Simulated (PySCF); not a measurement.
The calculation used core-valence-separated Tamm–Dancoff BHandHLYP/aug-pcX-1 (pcseg-1 on H, def2-SVPD on Cl) in PySCF, non-relativistic, gas phase, PBE0-D3(BJ)/def2-SVP geometry. BHandHLYP without relativity tends to put these K edges a few eV too low, so spacings mean more than positions.

Main lines of an unknown, eV (oscillator strength): C K: 283.3 (0.062), 283.6 (0.043), 283.8 (0.091), 283.8 (0.025), 285.2 (0.060). Listed: the first five lines at most of each edge with a tenth or more of its strongest line's intensity; roots within 0.03 eV on the same or equivalent atoms are summed. Only the lowest roots were sought, and the top ones are left out.

**Question.** Which candidate gives them?
A. `C#CCCl`
B. `C=C=CCl`

**Answer.** A. 

- `C#CCCl`: C K: 283.3 (0.062), 283.6 (0.043), 283.8 (0.091), 283.8 (0.025), 285.2 (0.060). First C line listed at 283.3 eV, hole on the terminal alkyne carbon (1s→π*).
- `C=C=CCl`: C K: 282.8 (0.057), 282.9 (0.059), 283.2 (0.064), 284.5 (0.059), 285.1 (0.040). First C line listed at 282.8 eV, hole on the outer carbon of cumulated double bonds (1s→π*).

One conformer each; other structures than these candidates weren't tested.
